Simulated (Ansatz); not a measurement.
Basis-set extrapolation for C2H3, SMILES `[CH]=C` radical (PBE0-D4/def2-TZVP geometry, frozen core, Ansatz 0.2.0). Multiplicity 2, UHF reference.

```
                     cc-pV(T+d)Z  cc-pV(Q+d)Z
                 HF   -77.419717   -77.424781
    MP2 correlation    -0.285384    -0.304359
CCSD(T) correlation    -0.332287    -0.348950
```

Energies in hartree. Use E(X) = E(∞) + A·exp(−5.46·√X) for Hartree–Fock and E(X) = E(∞) + B·X^(−3.05) for correlation, with X = 3 and 4.

Q: What is the CCSD(T) energy at the basis-set limit?

A: HF limit: -77.424781 + (-0.005064) × 0.30130 = -77.42631. Correlation limit: -0.348950 + (-0.016663) × 0.71189 = -0.36081. Total: -77.78712 hartree, 0.96 eV below CCSD(T)/cc-pV(T+d)Z.

The UHF reference is spin-contaminated (⟨S²⟩ = 0.93, T1 = 0.041).
